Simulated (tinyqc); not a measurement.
RHF in the sto-6g basis, for CH3-, spin multiplicity 1, step by step (part 1 of 2). The basis has no diffuse functions, so it cannot describe the extra electron: this is an exercise in the method, not the real anion. Computed by tinyqc, a small Python program that keeps every step (integrals from PySCF). Settings: charge = -1, multiplicity = 1, basis = sto-6g, energy threshold = 1e-08, iteration cap = 62, orthogonalisation = symmetric, start = core, DIIS depth = 0, shift = 0.5, method = RHF. Command: `OMP_NUM_THREADS=1 python tinyqc.py 21352 21353 out.jsonl` (the two numbers bound the seeds that draw the settings). One thread of a shared host (Intel(R) Xeon(R) Processor @ 2.60GHz), about 0.2 s of CPU time with the checks. Later iterations appear only in the table of the cycle.

## One-electron integrals

Geometry (angstrom):
```
atom        x        y       z
C      0.0000   0.0000  0.0120
H      1.3470   0.0000  0.0000
H     -0.6730   1.1660  0.0000
H     -0.6730  -1.1660  0.0000
```

Basis sto-6g: exponents (1/bohr^2) and contraction coefficients of normalised primitives:
```
element  l (shell)  exponent  coefficient
C            s (1)  742.7370       0.0092
C            s (1)  136.1800       0.0494
C            s (1)   38.0983       0.1685
C            s (1)   13.0878       0.3706
C            s (1)    5.0824       0.4165
C            s (1)    2.0932       0.1303
C            s (2)   30.4972      -0.0133
C            s (2)    6.0362      -0.0470
C            s (2)    1.8760      -0.0338
C            s (2)    0.7218       0.2502
C            s (2)    0.3135       0.5951
C            s (2)    0.1437       0.2407
C            p (3)   30.4972       0.0038
C            p (3)    6.0362       0.0377
C            p (3)    1.8760       0.1739
C            p (3)    0.7218       0.4180
C            p (3)    0.3135       0.4259
C            p (3)    0.1437       0.1017
H            s (1)   35.5232       0.0092
H            s (1)    6.5131       0.0494
H            s (1)    1.8221       0.1685
H            s (1)    0.6260       0.3706
H            s (1)    0.2431       0.4165
H            s (1)    0.1001       0.1303
```

Overlap, kinetic and nuclear-attraction integrals over the contracted functions; the nuclear repulsion is the sum of Za Zb / Rab.

nuclear repulsion = 7.754318 hartree

overlap S:
```
         1C 1s   1C 2s   1C 2px   1C 2py   1C 2pz    2H 1s    3H 1s    4H 1s
1C 1s   1.0000  0.2432   0.0000   0.0000   0.0000   0.0359   0.0359   0.0359
1C 2s   0.2432  1.0000   0.0000   0.0000   0.0000   0.3552   0.3555   0.3555
1C 2px  0.0000  0.0000   1.0000   0.0000   0.0000   0.3709  -0.1855  -0.1855
1C 2py  0.0000  0.0000   0.0000   1.0000   0.0000   0.0000   0.3215  -0.3215
1C 2pz  0.0000  0.0000   0.0000   0.0000   1.0000  -0.0033  -0.0033  -0.0033
2H 1s   0.0359  0.3552   0.3709   0.0000  -0.0033   1.0000   0.0695   0.0695
3H 1s   0.0359  0.3555  -0.1855   0.3215  -0.0033   0.0695   1.0000   0.0695
4H 1s   0.0359  0.3555  -0.1855  -0.3215  -0.0033   0.0695   0.0695   1.0000
```

kinetic energy T (hartree):
```
          1C 1s    1C 2s   1C 2px   1C 2py   1C 2pz    2H 1s    3H 1s    4H 1s
1C 1s   16.0686  -0.4928   0.0000   0.0000   0.0000  -0.0091  -0.0091  -0.0091
1C 2s   -0.4928   0.4924   0.0000   0.0000   0.0000   0.0402   0.0404   0.0404
1C 2px   0.0000   0.0000   1.4792   0.0000   0.0000   0.1352  -0.0677  -0.0677
1C 2py   0.0000   0.0000   0.0000   1.4792   0.0000   0.0000   0.1174  -0.1174
1C 2pz   0.0000   0.0000   0.0000   0.0000   1.4792  -0.0012  -0.0012  -0.0012
2H 1s   -0.0091   0.0402   0.1352   0.0000  -0.0012   0.7685  -0.0114  -0.0114
3H 1s   -0.0091   0.0404  -0.0677   0.1174  -0.0012  -0.0114   0.7685  -0.0114
4H 1s   -0.0091   0.0404  -0.0677  -0.1174  -0.0012  -0.0114  -0.0114   0.7685
```

nuclear attraction V (hartree):
```
           1C 1s    1C 2s   1C 2px   1C 2py   1C 2pz    2H 1s    3H 1s    4H 1s
1C 1s   -35.1869  -3.9052   0.0000   0.0000   0.0003  -0.6442  -0.6452  -0.6452
1C 2s    -3.9052  -6.3290   0.0001   0.0000   0.0033  -1.7832  -1.7853  -1.7853
1C 2px    0.0000   0.0001  -6.3692   0.0000   0.0000  -1.7188   0.8601   0.8601
1C 2py    0.0000   0.0000   0.0000  -6.3694   0.0000   0.0000  -1.4902   1.4902
1C 2pz    0.0003   0.0033   0.0000   0.0000  -6.2475   0.0159   0.0159   0.0159
2H 1s    -0.6442  -1.7832  -1.7188   0.0000   0.0159  -4.0325  -0.3095  -0.3095
3H 1s    -0.6452  -1.7853   0.8601  -1.4902   0.0159  -0.3095  -4.0338  -0.3098
4H 1s    -0.6452  -1.7853   0.8601   1.4902   0.0159  -0.3095  -0.3098  -4.0338
```

core Hamiltonian H = T + V (hartree):
```
           1C 1s    1C 2s   1C 2px   1C 2py   1C 2pz    2H 1s    3H 1s    4H 1s
1C 1s   -19.1183  -4.3980   0.0000   0.0000   0.0003  -0.6533  -0.6543  -0.6543
1C 2s    -4.3980  -5.8366   0.0001   0.0000   0.0033  -1.7429  -1.7449  -1.7449
1C 2px    0.0000   0.0001  -4.8900   0.0000   0.0000  -1.5836   0.7924   0.7924
1C 2py    0.0000   0.0000   0.0000  -4.8901   0.0000   0.0000  -1.3728   1.3728
1C 2pz    0.0003   0.0033   0.0000   0.0000  -4.7683   0.0147   0.0147   0.0147
2H 1s    -0.6533  -1.7429  -1.5836   0.0000   0.0147  -3.2640  -0.3209  -0.3209
3H 1s    -0.6543  -1.7449   0.7924  -1.3728   0.0147  -0.3209  -3.2653  -0.3212
4H 1s    -0.6543  -1.7449   0.7924   1.3728   0.0147  -0.3209  -0.3212  -3.2653
```

## Two-electron integrals

Functions are numbered as in S; the eight-fold symmetry (ij|kl) = (ji|kl) = (kl|ij) leaves the list below.

Two-electron integrals (ij|kl) in chemists' order, unique and non-zero (hartree):
```
(11|11) 3.5437      (21|11) 0.5295      (21|21) 0.1003      (22|11) 0.8536
(22|21) 0.1999      (22|22) 0.6248      (31|31) 0.0213      (32|31) 0.0319
(32|32) 0.1381      (33|11) 0.8536      (33|21) 0.1999      (33|22) 0.6248
(33|33) 0.6732      (41|41) 0.0213      (42|41) 0.0319      (42|42) 0.1381
(43|43) 0.0363      (44|11) 0.8536      (44|21) 0.1999      (44|22) 0.6248
(44|33) 0.6007      (44|44) 0.6732      (51|51) 0.0213      (52|51) 0.0319
(52|52) 0.1381      (53|53) 0.0363      (54|54) 0.0363      (55|11) 0.8536
(55|21) 0.1999      (55|22) 0.6248      (55|33) 0.6007      (55|44) 0.6007
(55|55) 0.6732      (61|11) 0.0820      (61|21) 0.0150      (61|22) 0.0294
(61|31) 0.0010      (61|32) 0.0019      (61|33) 0.0296      (61|44) 0.0293
(61|51) -8.75e-06   (61|52) -1.71e-05   (61|53) -2.93e-06   (61|55) 0.0293
(61|61) 0.0023      (62|11) 0.2190      (62|21) 0.0522      (62|22) 0.1824
(62|31) 0.0053      (62|32) 0.0370      (62|33) 0.1915      (62|44) 0.1779
(62|51) -4.72e-05   (62|52) -3.30e-04   (62|53) -1.21e-04   (62|55) 0.1779
(62|61) 0.0081      (62|62) 0.0741      (63|11) 0.1986      (63|21) 0.0479
(63|22) 0.1772      (63|31) 0.0094      (63|32) 0.0604      (63|33) 0.1945
(63|44) 0.1686      (63|51) -3.66e-05   (63|52) -2.90e-04   (63|53) -1.68e-04
(63|55) 0.1686      (63|61) 0.0077      (63|62) 0.0852      (63|63) 0.1045
(64|41) 0.0053      (64|42) 0.0278      (64|43) 0.0070      (64|54) -6.25e-05
(64|64) 0.0084      (65|11) -0.0018     (65|21) -4.27e-04   (65|22) -0.0016
(65|31) -3.66e-05   (65|32) -2.90e-04   (65|33) -0.0016     (65|44) -0.0015
(65|51) 0.0053      (65|52) 0.0278      (65|53) 0.0070      (65|55) -0.0016
(65|61) -6.88e-05   (65|62) -0.0008     (65|63) -0.0009     (65|65) 0.0084
(66|11) 0.3897      (66|21) 0.0946      (66|22) 0.3769      (66|31) 0.0110
(66|32) 0.1051      (66|33) 0.4144      (66|44) 0.3581      (66|51) -9.77e-05
(66|52) -0.0009     (66|53) -0.0005     (66|55) 0.3581      (66|61) 0.0148
(66|62) 0.2032      (66|63) 0.2567      (66|65) -0.0023     (66|66) 0.7750
(71|11) 0.0821      (71|21) 0.0150      (71|22) 0.0295      (71|31) -4.92e-04
(71|32) -0.0010     (71|33) 0.0294      (71|41) 0.0009      (71|42) 0.0017
(71|43) -1.43e-04   (71|44) 0.0296      (71|51) -8.77e-06   (71|52) -1.71e-05
(71|53) 1.47e-06    (71|54) -2.54e-06   (71|55) 0.0293      (71|61) 0.0022
(71|62) 0.0075      (71|63) 0.0068      (71|64) 2.66e-04    (71|65) -6.44e-05
(71|66) 0.0136      (71|71) 0.0023      (72|11) 0.2192      (72|21) 0.0522
(72|22) 0.1827      (72|31) -0.0027     (72|32) -0.0185     (72|33) 0.1815
(72|41) 0.0046      (72|42) 0.0321      (72|43) -0.0059     (72|44) 0.1883
(72|51) -4.73e-05   (72|52) -3.30e-04   (72|53) 6.04e-05    (72|54) -1.05e-04
(72|55) 0.1781      (72|61) 0.0075      (72|62) 0.0500      (72|63) 0.0458
(72|64) 0.0059      (72|65) -4.99e-04   (72|66) 0.1039      (72|71) 0.0081
(72|72) 0.0743      (73|11) -0.0994     (73|21) -0.0240     (73|22) -0.0887
(73|31) 0.0063      (73|32) 0.0360      (73|33) -0.0929     (73|41) -0.0018
(73|42) -0.0141     (73|43) 0.0087      (73|44) -0.0888     (73|51) 1.83e-05
(73|52) 1.45e-04    (73|53) -8.91e-05   (73|54) 4.59e-05    (73|55) -0.0844
(73|61) -0.0031     (73|62) -0.0178     (73|63) -0.0119     (73|64) -0.0015
(73|65) 1.75e-04    (73|66) -0.0329     (73|71) -0.0039     (73|72) -0.0427
(73|73) 0.0325      (74|11) 0.1722      (74|21) 0.0416      (74|22) 0.1536
(74|31) -0.0018     (74|32) -0.0141     (74|33) 0.1487      (74|41) 0.0084
(74|42) 0.0523      (74|43) -0.0080     (74|44) 0.1660      (74|51) -3.17e-05
(74|52) -2.51e-04   (74|53) 4.59e-05    (74|54) -1.42e-04   (74|55) 0.1462
(74|61) 0.0060      (74|62) 0.0426      (74|63) 0.0389      (74|64) 0.0097
(74|65) -4.17e-04   (74|66) 0.0895      (74|71) 0.0067      (74|72) 0.0739
(74|73) -0.0417     (74|74) 0.0806      (75|11) -0.0018     (75|21) -4.28e-04
(75|22) -0.0016     (75|31) 1.83e-05    (75|32) 1.45e-04    (75|33) -0.0015
(75|41) -3.17e-05   (75|42) -2.51e-04   (75|43) 4.59e-05    (75|44) -0.0016
(75|51) 0.0053      (75|52) 0.0279      (75|53) -0.0035     (75|54) 0.0061
(75|55) -0.0016     (75|61) -6.43e-05   (75|62) -4.99e-04   (75|63) -4.49e-04
(75|64) -5.68e-05   (75|65) 0.0052      (75|66) -0.0011     (75|71) -6.90e-05
(75|72) -0.0008     (75|73) 4.29e-04    (75|74) -0.0007     (75|75) 0.0084
(76|11) 0.0371      (76|21) 0.0089      (76|22) 0.0323      (76|31) 3.73e-04
(76|32) 0.0028      (76|33) 0.0326      (76|41) 0.0006      (76|42) 0.0048
(76|43) 2.53e-04    (76|44) 0.0329      (76|51) -1.33e-05   (76|52) -9.97e-05
(76|53) -1.39e-05   (76|54) -2.41e-05   (76|55) 0.0315      (76|61) 0.0013
(76|62) 0.0116      (76|63) 0.0124      (76|64) 0.0013      (76|65) -1.30e-04
(76|66) 0.0296      (76|71) 0.0013      (76|72) 0.0116      (76|73) -0.0051
(76|74) 0.0114      (76|75) -1.30e-04   (76|76) 0.0023      (77|11) 0.3899
(77|21) 0.0946      (77|22) 0.3770      (77|31) -0.0055     (77|32) -0.0526
(77|33) 0.3723      (77|41) 0.0095      (77|42) 0.0911      (77|43) -0.0244
(77|44) 0.4005      (77|51) -9.78e-05   (77|52) -0.0009     (77|53) 2.51e-04
(77|54) -4.35e-04   (77|55) 0.3582      (77|61) 0.0136      (77|62) 0.1038
(77|63) 0.0940      (77|64) 0.0163      (77|65) -0.0011     (77|66) 0.2266
(77|71) 0.0148      (77|72) 0.2034      (77|73) -0.1285     (77|74) 0.2226
(77|75) -0.0023     (77|76) 0.0296      (77|77) 0.7750      (81|11) 0.0821
(81|21) 0.0150      (81|22) 0.0295      (81|31) -4.92e-04   (81|32) -0.0010
(81|33) 0.0294      (81|41) -0.0009     (81|42) -0.0017     (81|43) 1.43e-04
(81|44) 0.0296      (81|51) -8.77e-06   (81|52) -1.71e-05   (81|53) 1.47e-06
(81|54) 2.54e-06    (81|55) 0.0293      (81|61) 0.0022      (81|62) 0.0075
(81|63) 0.0068      (81|64) -2.66e-04   (81|65) -6.44e-05   (81|66) 0.0136
(81|71) 0.0022      (81|72) 0.0075      (81|73) -0.0036     (81|74) 0.0057
(81|75) -6.45e-05   (81|76) 0.0013      (81|77) 0.0136      (81|81) 0.0023
(82|11) 0.2192      (82|21) 0.0522      (82|22) 0.1827      (82|31) -0.0027
(82|32) -0.0185     (82|33) 0.1815      (82|41) -0.0046     (82|42) -0.0321
(82|43) 0.0059      (82|44) 0.1883      (82|51) -4.73e-05   (82|52) -3.30e-04
(82|53) 6.04e-05    (82|54) 1.05e-04    (82|55) 0.1781      (82|61) 0.0075
(82|62) 0.0500      (82|63) 0.0458      (82|64) -0.0059     (82|65) -4.99e-04
(82|66) 0.1039      (82|71) 0.0075      (82|72) 0.0500      (82|73) -0.0280
(82|74) 0.0367      (82|75) -4.99e-04   (82|76) 0.0084      (82|77) 0.1039
(82|81) 0.0081      (82|82) 0.0743      (83|11) -0.0994     (83|21) -0.0240
(83|22) -0.0887     (83|31) 0.0063      (83|32) 0.0360      (83|33) -0.0929
(83|41) 0.0018      (83|42) 0.0141      (83|43) -0.0087     (83|44) -0.0888
(83|51) 1.83e-05    (83|52) 1.45e-04    (83|53) -8.91e-05   (83|54) -4.59e-05
(83|55) -0.0844     (83|61) -0.0031     (83|62) -0.0178     (83|63) -0.0119
(83|64) 0.0015      (83|65) 1.75e-04    (83|66) -0.0329     (83|71) -0.0036
(83|72) -0.0280     (83|73) 0.0205      (83|74) -0.0202     (83|75) 2.74e-04
(83|76) -0.0037     (83|77) -0.0611     (83|81) -0.0039     (83|82) -0.0427
(83|83) 0.0325      (84|11) -0.1722     (84|21) -0.0416     (84|22) -0.1536
(84|31) 0.0018      (84|32) 0.0141      (84|33) -0.1487     (84|41) 0.0084
(84|42) 0.0523      (84|43) -0.0080     (84|44) -0.1660     (84|51) 3.17e-05
(84|52) 2.51e-04    (84|53) -4.59e-05   (84|54) -1.42e-04   (84|55) -0.1462
(84|61) -0.0060     (84|62) -0.0426     (84|63) -0.0389     (84|64) 0.0097
(84|65) 4.17e-04    (84|66) -0.0895     (84|71) -0.0057     (84|72) -0.0367
(84|73) 0.0202      (84|74) -0.0228     (84|75) 3.60e-04    (84|76) -0.0065
(84|77) -0.0733     (84|81) -0.0067     (84|82) -0.0739     (84|83) 0.0417
(84|84) 0.0806      (85|11) -0.0018     (85|21) -4.28e-04   (85|22) -0.0016
(85|31) 1.83e-05    (85|32) 1.45e-04    (85|33) -0.0015     (85|41) 3.17e-05
(85|42) 2.51e-04    (85|43) -4.59e-05   (85|44) -0.0016     (85|51) 0.0053
(85|52) 0.0279      (85|53) -0.0035     (85|54) -0.0061     (85|55) -0.0016
(85|61) -6.43e-05   (85|62) -4.99e-04   (85|63) -4.49e-04   (85|64) 5.68e-05
(85|65) 0.0052      (85|66) -0.0011     (85|71) -6.45e-05   (85|72) -4.99e-04
(85|73) 2.74e-04    (85|74) -3.60e-04   (85|75) 0.0052      (85|76) -9.19e-05
(85|77) -0.0011     (85|81) -6.90e-05   (85|82) -0.0008     (85|83) 4.29e-04
(85|84) 0.0007      (85|85) 0.0084      (86|11) 0.0371      (86|21) 0.0089
(86|22) 0.0323      (86|31) 3.73e-04    (86|32) 0.0028      (86|33) 0.0326
(86|41) -0.0006     (86|42) -0.0048     (86|43) -2.53e-04   (86|44) 0.0329
(86|51) -1.33e-05   (86|52) -9.97e-05   (86|53) -1.39e-05   (86|54) 2.41e-05
(86|55) 0.0315      (86|61) 0.0013      (86|62) 0.0116      (86|63) 0.0124
(86|64) -0.0013     (86|65) -1.30e-04   (86|66) 0.0296      (86|71) 0.0013
(86|72) 0.0084      (86|73) -0.0037     (86|74) 0.0065      (86|75) -9.19e-05
(86|76) 0.0018      (86|77) 0.0175      (86|81) 0.0013      (86|82) 0.0116
(86|83) -0.0051     (86|84) -0.0114     (86|85) -1.30e-04   (86|86) 0.0023
(87|11) 0.0372      (87|21) 0.0089      (87|22) 0.0323      (87|31) -0.0007
(87|32) -0.0056     (87|33) 0.0331      (87|44) 0.0325      (87|51) -1.33e-05
(87|52) -9.98e-05   (87|53) 2.79e-05    (87|55) 0.0315      (87|61) 0.0013
(87|62) 0.0084      (87|63) 0.0074      (87|65) -9.18e-05   (87|66) 0.0175
(87|71) 0.0013      (87|72) 0.0116      (87|73) -0.0073     (87|74) 0.0101
(87|75) -1.30e-04   (87|76) 0.0018      (87|77) 0.0296      (87|81) 0.0013
(87|82) 0.0116      (87|83) -0.0073     (87|84) -0.0101     (87|85) -1.30e-04
(87|86) 0.0018      (87|87) 0.0023      (88|11) 0.3899      (88|21) 0.0946
(88|22) 0.3770      (88|31) -0.0055     (88|32) -0.0526     (88|33) 0.3723
(88|41) -0.0095     (88|42) -0.0911     (88|43) 0.0244      (88|44) 0.4005
(88|51) -9.78e-05   (88|52) -0.0009     (88|53) 2.51e-04    (88|54) 4.35e-04
(88|55) 0.3582      (88|61) 0.0136      (88|62) 0.1038      (88|63) 0.0940
(88|64) -0.0163     (88|65) -0.0011     (88|66) 0.2266      (88|71) 0.0136
(88|72) 0.1039      (88|73) -0.0611     (88|74) 0.0733      (88|75) -0.0011
(88|76) 0.0175      (88|77) 0.2267      (88|81) 0.0148      (88|82) 0.2034
(88|83) -0.1285     (88|84) -0.2226     (88|85) -0.0023     (88|86) 0.0296
(88|87) 0.0296      (88|88) 0.7750
```

## Orthogonalisation

S = U s U^T; symmetric (Loewdin) form X = U s^(-1/2) U^T, so that X^T S X = 1.

eigenvalues of S: 0.4144  0.5093  0.5096  0.9761  1.0002  1.4209  1.4212  1.7483

X:
```
          1C 1s    1C 2s   1C 2px   1C 2py   1C 2pz    2H 1s    3H 1s    4H 1s
1C 1s    1.0257  -0.1459   0.0000   0.0000   0.0002   0.0191   0.0191   0.0191
1C 2s   -0.1459   1.2034  -0.0001   0.0000  -0.0016  -0.2120  -0.2123  -0.2123
1C 2px   0.0000  -0.0001   1.0984   0.0000   0.0000  -0.2287   0.1144   0.1144
1C 2py   0.0000   0.0000   0.0000   1.0986   0.0000   0.0000  -0.1983   0.1983
1C 2pz   0.0002  -0.0016   0.0000   0.0000   1.0000   0.0019   0.0019   0.0019
2H 1s    0.0191  -0.2120  -0.2287   0.0000   0.0019   1.1249  -0.0162  -0.0162
3H 1s    0.0191  -0.2123   0.1144  -0.1983   0.0019  -0.0162   1.1252  -0.0163
4H 1s    0.0191  -0.2123   0.1144   0.1983   0.0019  -0.0162  -0.0163   1.1252
```

## Starting guess

The start is the orbitals of the core Hamiltonian; D = 2 C_occ C_occ^T.

D at the start:
```
          1C 1s    1C 2s   1C 2px   1C 2py   1C 2pz    2H 1s    3H 1s    4H 1s
1C 1s    2.1421  -0.6118   0.0000   0.0000   0.0009   0.0670   0.0671   0.0671
1C 2s   -0.6118   2.6111  -0.0003   0.0000  -0.0050  -0.2626  -0.2629  -0.2629
1C 2px   0.0000  -0.0003   2.3160   0.0000   0.0000  -0.3503   0.1753   0.1753
1C 2py   0.0000   0.0000   0.0000   2.3164   0.0000   0.0000  -0.3037   0.3037
1C 2pz   0.0009  -0.0050   0.0000   0.0000   2.0001   0.0031   0.0031   0.0031
2H 1s    0.0670  -0.2626  -0.3503   0.0000   0.0031   0.0794  -0.0001  -0.0001
3H 1s    0.0671  -0.2629   0.1753  -0.3037   0.0031  -0.0001   0.0796  -0.0001
4H 1s    0.0671  -0.2629   0.1753   0.3037   0.0031  -0.0001  -0.0001   0.0796
```

## Iteration 1: building the Fock matrix

J_ij = sum D_kl (ij|kl), K_ij = sum D_kl (ik|jl); F = H + J - 0.5 K; E = tr D H + tr D J / 2 - 0.25 tr D K + E_nn.

Coulomb J (hartree):
```
          1C 1s   1C 2s   1C 2px   1C 2py   1C 2pz    2H 1s    3H 1s    4H 1s
1C 1s   14.1959  2.7049   0.0000   0.0000  -0.0001   0.4063   0.4070   0.4070
1C 2s    2.7049  6.8004   0.0000   0.0000   0.0001   1.9134   1.9156   1.9156
1C 2px   0.0000  0.0000   6.7977   0.0000   0.0000   1.8241  -0.9127  -0.9127
1C 2py   0.0000  0.0000   0.0000   6.7977   0.0000   0.0000   1.5813  -1.5813
1C 2pz  -0.0001  0.0001   0.0000   0.0000   6.8059  -0.0162  -0.0163  -0.0163
2H 1s    0.4063  1.9134   1.8241   0.0000  -0.0162   3.7838   0.3351   0.3351
3H 1s    0.4070  1.9156  -0.9127   1.5813  -0.0163   0.3351   3.7854   0.3353
4H 1s    0.4070  1.9156  -0.9127  -1.5813  -0.0163   0.3351   0.3353   3.7854
```

exchange K (hartree):
```
         1C 1s   1C 2s   1C 2px   1C 2py   1C 2pz    2H 1s    3H 1s    4H 1s
1C 1s   7.3541  1.2610   0.0000   0.0000   0.0000   0.2059   0.2062   0.2062
1C 2s   1.2610  2.1906   0.0000   0.0000   0.0000   0.5276   0.5283   0.5283
1C 2px  0.0000  0.0000   1.8178   0.0000   0.0000   0.3795  -0.1899  -0.1899
1C 2py  0.0000  0.0000   0.0000   1.8178   0.0000   0.0000   0.3290  -0.3290
1C 2pz  0.0000  0.0000   0.0000   0.0000   1.8271  -0.0033  -0.0034  -0.0034
2H 1s   0.2059  0.5276   0.3795   0.0000  -0.0033   0.2394   0.0901   0.0901
3H 1s   0.2062  0.5283  -0.1899   0.3290  -0.0034   0.0901   0.2400   0.0902
4H 1s   0.2062  0.5283  -0.1899  -0.3290  -0.0034   0.0901   0.0902   0.2400
```

Fock matrix F (hartree):
```
          1C 1s    1C 2s   1C 2px   1C 2py  1C 2pz    2H 1s    3H 1s    4H 1s
1C 1s   -8.5994  -2.3236   0.0000   0.0000  0.0003  -0.3499  -0.3505  -0.3505
1C 2s   -2.3236  -0.1315   0.0001   0.0000  0.0034  -0.0933  -0.0934  -0.0934
1C 2px   0.0000   0.0001   0.9987   0.0000  0.0000   0.0507  -0.0254  -0.0254
1C 2py   0.0000   0.0000   0.0000   0.9986  0.0000   0.0000   0.0440  -0.0440
1C 2pz   0.0003   0.0034   0.0000   0.0000  1.1240   0.0001   0.0001   0.0001
2H 1s   -0.3499  -0.0933   0.0507   0.0000  0.0001   0.4001  -0.0309  -0.0309
3H 1s   -0.3505  -0.0934  -0.0254   0.0440  0.0001  -0.0309   0.4002  -0.0309
4H 1s   -0.3505  -0.0934  -0.0254  -0.0440  0.0001  -0.0309  -0.0309   0.4002
```

total energy of this density = -35.751434 hartree
